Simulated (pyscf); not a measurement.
## Four-centre exchange: `[OH][AlH2]` + `[NH3]` -> `[OH][AlH2]` + `[NH3]`

Gas phase, singlet surface, charge 0. Bonds broken: Al2–H4, N6–H7. Bonds formed: Al2–H7, H4–N6. Structures and frequencies: ωB97X-D3(BJ)/def2-SVP in PySCF. MP2 and CC: frozen core, UHF for open shells. ΔMP2 is the change of the MP2 total energy from the triple- to the quadruple-zeta basis.

Transition state (Å):

```xyz
9

O     -0.5219    -1.7351    -0.0268
Al    -0.9863    -0.1675     0.4120
H     -0.5806    -2.5494     0.4745
H     -2.1242     0.6873    -1.4148
H     -1.6268     0.3017     1.7641
N     -0.6600     1.0329    -0.9145
H      0.7589     1.2113    -0.2309
H     -0.2460     0.7623    -1.8040
H     -0.8608     2.0285    -0.8657
```

One imaginary mode, 1428i cm⁻¹; descent along it reached the two sides named, in the forms told below.

```tsv
bond	change	reactant side (Å)	saddle	product side
Al2–H4	breaks	1.605	2.316	2.6
N6–H7	breaks	1.022	1.585	2.9
Al2–H7	forms	2.579	2.315	1.620
H4–N6	forms	2.8	1.585	1.024
```

Electronic energies relative to the separated reactants (kcal/mol):

```
level                             barrier  reaction energy  reverse barrier
--------------------------------  -------  ---------------  ---------------
ωB97X-D3(BJ)/def2-TZVP               82.8              0.0             82.8
PBE/def2-TZVP                        67.1              0.0             67.1
r²SCAN/def2-TZVP                     69.9              0.0             69.9
B3LYP-D3(BJ)/def2-TZVP               73.6              0.0             73.6
PBE0-D3(BJ)/def2-TZVP                74.6              0.0             74.6
M06-2X/def2-TZVP                     78.5              0.0             78.5
ωB97M-D3(BJ)/def2-TZVP               80.2              0.0             80.2
HF/def2-TZVP                        104.7              0.0            104.7
MP2/def2-QZVPP                       81.3              0.0             81.3
CCSD/def2-TZVPP                      83.0              0.0             83.0
CCSD(T)/def2-TZVPP                   77.3              0.0             77.3
CCSD(T)/def2-TZVPP + ΔMP2(QZVPP)     76.7              0.0             76.7
```

With CCSD(T)/def2-TZVPP + ΔMP2(QZVPP) energies and thermal terms (ideal gas, 1 atm, RRHO with modes under 100 cm⁻¹ raised to 100, one conformer, R ln 2 for chiral ones without a mode under 150 cm⁻¹), in kcal/mol:

```json
[
 {"T (K)": "298", "ΔH‡": "72.9", "ΔG‡": "83.3", "ΔH": "0.0", "ΔG": "0.0"},
 {"T (K)": "600", "ΔH‡": "73.6", "ΔG‡": "93.7", "ΔH": "0.0", "ΔG": "0.0"},
 {"T (K)": "900", "ΔH‡": "74.8", "ΔG‡": "103.4", "ΔH": "0.0", "ΔG": "0.0"},
 {"T (K)": "1200", "ΔH‡": "76.0", "ΔG‡": "112.8", "ΔH": "0.0", "ΔG": "0.0"}
]
```

On the reactant side the descent ends in an adduct with a Al–N contact (not fully relaxed), 29.8 kcal/mol under the separated species and 112.6 kcal/mol under the saddle at ωB97X-D3(BJ)/def2-TZVP. On the product side the descent ends in an adduct with a Al–N contact (not fully relaxed), 29.6 kcal/mol under the separated species and 112.5 kcal/mol under the saddle at ωB97X-D3(BJ)/def2-TZVP. The same reactants have a lower exit, to H₂N–AlH–OH + H₂ (barrier +3.4 kcal/mol at ωB97M-D3(BJ), against +80.2 kcal/mol here). One saddle was located; it need not be the lowest between these sides. One closed-shell reference is unstable to symmetry breaking; treat the single-reference values with care. The CCSD(T) − MP2 part came from Ansatz, without density fitting, on the same reference.
